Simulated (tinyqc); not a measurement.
Inside a calculation. Method: RHF in the sto-6g basis, for H2O, spin multiplicity 1. One step of it, computed by the program tinyqc.

Task: Iteration 1: building the Fock matrix. J_ij = sum D_kl (ij|kl), K_ij = sum D_kl (ik|jl); F = H + J - 0.5 K; E = tr D H + tr D J / 2 - 0.25 tr D K + E_nn.

D at the start, order 1O 1s, 1O 2s, 1O 2px, 1O 2py, 1O 2pz, 2H 1s, 3H 1s:
```
[[2.123041, -0.553716, 0.000000, 0.000000, -0.038875, 0.067267, 0.067267],
 [-0.553716, 2.482671, 0.000000, 0.000000, 0.231604, -0.291210, -0.291210],
 [0.000000, 0.000000, 2.000000, 0.000000, 0.000000, 0.000000, 0.000000],
 [0.000000, 0.000000, 0.000000, 2.220058, 0.000000, -0.273526, 0.273526],
 [-0.038875, 0.231604, 0.000000, 0.000000, 2.142050, -0.205670, -0.205670],
 [0.067267, -0.291210, 0.000000, -0.273526, -0.205670, 0.082891, 0.015491],
 [0.067267, -0.291210, 0.000000, 0.273526, -0.205670, 0.015491, 0.082891]]
```

core Hamiltonian H = T + V (hartree), order 1O 1s, 1O 2s, 1O 2px, 1O 2py, 1O 2pz, 2H 1s, 3H 1s:
```
[[-32.876852, -7.265907, 0.000000, 0.000000, -0.015805, -1.208593, -1.208593],
 [-7.265907, -9.098816, 0.000000, 0.000000, -0.183258, -2.814875, -2.814875],
 [0.000000, 0.000000, -7.352064, 0.000000, 0.000000, 0.000000, 0.000000],
 [0.000000, 0.000000, 0.000000, -7.450218, 0.000000, -1.556940, 1.556940],
 [-0.015805, -0.183258, 0.000000, 0.000000, -7.426882, -1.411089, -1.411089],
 [-1.208593, -2.814875, 0.000000, -1.556940, -1.411089, -4.494977, -1.123442],
 [-1.208593, -2.814875, 0.000000, 1.556940, -1.411089, -1.123442, -4.494977]]
```

Two-electron integrals (ij|kl) in chemists' order, unique and non-zero (hartree):
```
(11|11) 4.787491    (21|11) 0.675884    (21|21) 0.121505    (22|11) 1.117379
(22|21) 0.249212    (22|22) 0.817383    (31|31) 0.025762    (32|31) 0.039145
(32|32) 0.180664    (33|11) 1.117381    (33|21) 0.249212    (33|22) 0.817382
(33|33) 0.880663    (41|41) 0.025762    (42|41) 0.039145    (42|42) 0.180664
(43|43) 0.047461    (44|11) 1.117381    (44|21) 0.249212    (44|22) 0.817382
(44|33) 0.785741    (44|44) 0.880663    (51|51) 0.025762    (52|51) 0.039145
(52|52) 0.180664    (53|53) 0.047461    (54|54) 0.047461    (55|11) 1.117381
(55|21) 0.249212    (55|22) 0.817382    (55|33) 0.785741    (55|44) 0.785741
(55|55) 0.880663    (61|11) 0.118864    (61|21) 0.020491    (61|22) 0.041144
(61|33) 0.041056    (61|41) 0.000757    (61|42) 0.001484    (61|44) 0.041205
(61|51) 0.000661    (61|52) 0.001295    (61|54) 0.000130    (61|55) 0.041170
(61|61) 0.003522    (62|11) 0.303198    (62|21) 0.068639    (62|22) 0.251069
(62|33) 0.246807    (62|41) 0.004155    (62|42) 0.031318    (62|44) 0.254063
(62|51) 0.003628    (62|52) 0.027343    (62|54) 0.006334    (62|55) 0.252338
(62|61) 0.011652    (62|62) 0.098079    (63|31) 0.007436    (63|32) 0.042484
(63|43) 0.006386    (63|53) 0.005575    (63|63) 0.013476    (64|11) 0.170083
(64|21) 0.039033    (64|22) 0.152238    (64|33) 0.145497    (64|41) 0.009473
(64|42) 0.060172    (64|44) 0.162496    (64|51) 0.001779    (64|52) 0.015443
(64|54) 0.009266    (64|55) 0.148719    (64|61) 0.006912    (64|62) 0.072282
(64|64) 0.066102    (65|11) 0.148494    (65|21) 0.034079    (65|22) 0.132914
(65|33) 0.127030    (65|41) 0.001779    (65|42) 0.015443    (65|44) 0.130720
(65|51) 0.008989    (65|52) 0.055967    (65|54) 0.009608    (65|55) 0.140993
(65|61) 0.006035    (65|62) 0.063107    (65|64) 0.045947    (65|65) 0.053590
(66|11) 0.463480    (66|21) 0.106873    (66|22) 0.448494    (66|33) 0.431135
(66|41) 0.007968    (66|42) 0.083327    (66|44) 0.460686    (66|51) 0.006956
(66|52) 0.072751    (66|54) 0.025800    (66|55) 0.453660    (66|61) 0.018301
(66|62) 0.227696    (66|64) 0.191253    (66|65) 0.166978    (66|66) 0.774999
(71|11) 0.118864    (71|21) 0.020491    (71|22) 0.041144    (71|33) 0.041056
(71|41) -0.000757   (71|42) -0.001484   (71|44) 0.041205    (71|51) 0.000661
(71|52) 0.001295    (71|54) -0.000130   (71|55) 0.041170    (71|61) 0.003474
(71|62) 0.011289    (71|64) 0.006126    (71|65) 0.005850    (71|66) 0.017557
(71|71) 0.003522    (72|11) 0.303198    (72|21) 0.068639    (72|22) 0.251069
(72|33) 0.246807    (72|41) -0.004155   (72|42) -0.031318   (72|44) 0.254063
(72|51) 0.003628    (72|52) 0.027343    (72|54) -0.006334   (72|55) 0.252338
(72|61) 0.011289    (72|62) 0.079267    (72|64) 0.040462    (72|65) 0.049662
(72|66) 0.149840    (72|71) 0.011652    (72|72) 0.098079    (73|31) 0.007436
(73|32) 0.042484    (73|43) -0.006386   (73|53) 0.005575    (73|63) 0.010540
(73|73) 0.013476    (74|11) -0.170083   (74|21) -0.039033   (74|22) -0.152238
(74|33) -0.145497   (74|41) 0.009473    (74|42) 0.060172    (74|44) -0.162496
(74|51) -0.001779   (74|52) -0.015443   (74|54) 0.009266    (74|55) -0.148719
(74|61) -0.006126   (74|62) -0.040462   (74|64) -0.010641   (74|65) -0.024826
(74|66) -0.069126   (74|71) -0.006912   (74|72) -0.072282   (74|74) 0.066102
(75|11) 0.148494    (75|21) 0.034079    (75|22) 0.132914    (75|33) 0.127030
(75|41) -0.001779   (75|42) -0.015443   (75|44) 0.130720    (75|51) 0.008989
(75|52) 0.055967    (75|54) -0.009608   (75|55) 0.140993    (75|61) 0.005850
(75|62) 0.049662    (75|64) 0.024826    (75|65) 0.041129    (75|66) 0.102438
(75|71) 0.006035    (75|72) 0.063107    (75|74) -0.045947   (75|75) 0.053590
(76|11) 0.110093    (76|21) 0.025213    (76|22) 0.100780    (76|33) 0.098292
(76|44) 0.100010    (76|51) 0.002036    (76|52) 0.018551    (76|55) 0.104038
(76|61) 0.004242    (76|62) 0.039991    (76|64) 0.025529    (76|65) 0.028934
(76|66) 0.099131    (76|71) 0.004242    (76|72) 0.039991    (76|74) -0.025529
(76|75) 0.028934    (76|76) 0.020745    (77|11) 0.463480    (77|21) 0.106873
(77|22) 0.448494    (77|33) 0.431135    (77|41) -0.007968   (77|42) -0.083327
(77|44) 0.460686    (77|51) 0.006956    (77|52) 0.072751    (77|54) -0.025800
(77|55) 0.453660    (77|61) 0.017557    (77|62) 0.149840    (77|64) 0.069126
(77|65) 0.102438    (77|66) 0.310564    (77|71) 0.018301    (77|72) 0.227696
(77|74) -0.191253   (77|75) 0.166978    (77|76) 0.099131    (77|77) 0.774999
```

nuclear repulsion = 7.87973980 hartree

Give: Coulomb J; exchange K; Fock matrix F; total energy of this density.

Result:

Coulomb J (hartree), order 1O 1s, 1O 2s, 1O 2px, 1O 2py, 1O 2pz, 2H 1s, 3H 1s:
```
[[18.7493, 3.3779, 0.0000, 0.0000, 0.0040, 0.5728, 0.5728],
 [3.3779, 8.8460, 0.0000, 0.0000, -0.0012, 2.6258, 2.6258],
 [0.0000, 0.0000, 8.8487, 0.0000, 0.0000, 0.0000, 0.0000],
 [0.0000, 0.0000, 0.0000, 8.8445, 0.0000, 1.5605, -1.5605],
 [0.0040, -0.0012, 0.0000, 0.0000, 8.8447, 1.3605, 1.3605],
 [0.5728, 2.6258, 0.0000, 1.5605, 1.3605, 4.4938, 1.0258],
 [0.5728, 2.6258, 0.0000, -1.5605, 1.3605, 1.0258, 4.4938]]
```

exchange K (hartree), order 1O 1s, 1O 2s, 1O 2px, 1O 2py, 1O 2pz, 2H 1s, 3H 1s:
```
[[9.8885, 1.5935, 0.0000, 0.0000, 0.0013, 0.2910, 0.2910],
 [1.5935, 2.8486, 0.0000, 0.0000, 0.0049, 0.7307, 0.7307],
 [0.0000, 0.0000, 2.3717, 0.0000, 0.0000, 0.0000, 0.0000],
 [0.0000, 0.0000, 0.0000, 2.3693, 0.0000, 0.3261, -0.3261],
 [0.0013, 0.0049, 0.0000, 0.0000, 2.3675, 0.2830, 0.2830],
 [0.2910, 0.7307, 0.0000, 0.3261, 0.2830, 0.3002, 0.1835],
 [0.2910, 0.7307, 0.0000, -0.3261, 0.2830, 0.1835, 0.3002]]
```

Fock matrix F (hartree), order 1O 1s, 1O 2s, 1O 2px, 1O 2py, 1O 2pz, 2H 1s, 3H 1s:
```
[[-19.0718, -4.6847, 0.0000, 0.0000, -0.0125, -0.7813, -0.7813],
 [-4.6847, -1.6771, 0.0000, 0.0000, -0.1869, -0.5544, -0.5544],
 [0.0000, 0.0000, 0.3108, 0.0000, 0.0000, 0.0000, 0.0000],
 [0.0000, 0.0000, 0.0000, 0.2097, 0.0000, -0.1595, 0.1595],
 [-0.0125, -0.1869, 0.0000, 0.0000, 0.2341, -0.1921, -0.1921],
 [-0.7813, -0.5544, 0.0000, -0.1595, -0.1921, -0.1513, -0.1894],
 [-0.7813, -0.5544, 0.0000, 0.1595, -0.1921, -0.1894, -0.1513]]
```

total energy of this density = -74.003269 hartree

This density is the starting one.
